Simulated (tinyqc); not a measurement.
Extended Hueckel theory, for NH3+, step by step. The parameters take no account of the charge, which enters only through the electron count. One step of it, computed by the program tinyqc.

Question. Wolfsberg-Helmholz matrix. H_ij = K' S_ij (H_ii + H_jj)/2 for i != j (the diagonal keeps H_ii), with K' = K + D^2 + D^4 (1 - K), D = (H_ii - H_jj)/(H_ii + H_jj), K = 1.75.

overlap S, order 1N 2s, 1N 2px, 1N 2py, 1N 2pz, 2H 1s, 3H 1s, 4H 1s:
```
[[1.000000, 0.000000, 0.000000, 0.000000, 0.517078, 0.517270, 0.517270],
 [0.000000, 1.000000, 0.000000, 0.000000, 0.461101, -0.230430, -0.230430],
 [0.000000, 0.000000, 1.000000, 0.000000, 0.000000, 0.399509, -0.399509],
 [0.000000, 0.000000, 0.000000, 1.000000, -0.036695, -0.036714, -0.036714],
 [0.517078, 0.461101, 0.000000, -0.036695, 1.000000, 0.181772, 0.181772],
 [0.517270, -0.230430, 0.399509, -0.036714, 0.181772, 1.000000, 0.181670],
 [0.517270, -0.230430, -0.399509, -0.036714, 0.181772, 0.181670, 1.000000]]
```

diagonal H_ii (eV): [-26.000000, -13.400000, -13.400000, -13.400000, -13.600000, -13.600000, -13.600000]

K = 1.750000

Give: H.

Answer.

H (eV), order 1N 2s, 1N 2px, 1N 2py, 1N 2pz, 2H 1s, 3H 1s, 4H 1s:
```
[[-26.0000, 0.0000, 0.0000, 0.0000, -18.8468, -18.8538, -18.8538],
 [0.0000, -13.4000, 0.0000, 0.0000, -10.8939, 5.4441, 5.4441],
 [0.0000, 0.0000, -13.4000, 0.0000, 0.0000, -9.4387, 9.4387],
 [0.0000, 0.0000, 0.0000, -13.4000, 0.8669, 0.8674, 0.8674],
 [-18.8468, -10.8939, 0.0000, 0.8669, -13.6000, -4.3262, -4.3262],
 [-18.8538, 5.4441, -9.4387, 0.8674, -4.3262, -13.6000, -4.3238],
 [-18.8538, 5.4441, 9.4387, 0.8674, -4.3262, -4.3238, -13.6000]]
```
